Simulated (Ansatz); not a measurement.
**Band gap of rock-salt BaO: levels of theory against measurement**

Reference value: 4.4 eV (measured, temperature not stated, not corrected to a static lattice; as tabulated in Abedi et al. (2022), arXiv:2211.14644).

```
level (code)                      value (eV)  cell (Å³/atom)  difference (eV)
-----------------------------  -------------  --------------  ---------------
LDA+SOC (Ansatz)               1.86 (direct)           21.25            -2.54
PBE+SOC (Ansatz)               2.00 (direct)           21.25            -2.40
PBE-D3(BJ) (Ansatz)                     2.02           21.13            -2.38
PBE-D4 (Ansatz)                         2.03           21.19            -2.37
B3LYP (VWN-RPA form) (Ansatz)           3.77           21.25            -0.63
HSE06+SOC (Ansatz)             3.27 (direct)           21.25            -1.13
Hartree–Fock (Ansatz)                  10.66           21.25            +6.26
G0W0@HSE06 (Ansatz)                     4.29           21.25            -0.11
G0W0@PBE+SOC (Ansatz)                   3.59           21.25            -0.81
```

Of the ranked levels G0W0@HSE06 (-0.11 eV) comes nearest. Farthest off among them: Hartree–Fock (+6.26 eV).

Semilocal Kohn–Sham gaps run low as a rule, and all computed gaps are for a static lattice, while measured ones hold electron–phonon shifts unless said otherwise. Levels without +SOC have no spin–orbit coupling; where heavier elements are present it shifts gaps, mostly down, and can invert bands.  PBE-D3(BJ), PBE-D4: the gap is read on the k mesh or supercell of the run alone and can be too large. G0W0@HSE06: GW on a hybrid start was not checked against another program. G0W0@PBE+SOC: spin–orbit coupling enters as the shift of the gap found with a semilocal functional. Values are at the measured cell; PBE-D3(BJ) at the level's own equilibrium cell; PBE-D4 at the level's own equilibrium cell. Cutoffs and k meshes differ between the levels. Ansatz's density-functional and Hartree–Fock values are scalar-relativistic unless marked +SOC, with PAW data made under PBE.

Differences are worked out from the printed values.

Ansatz is a first-principles code.
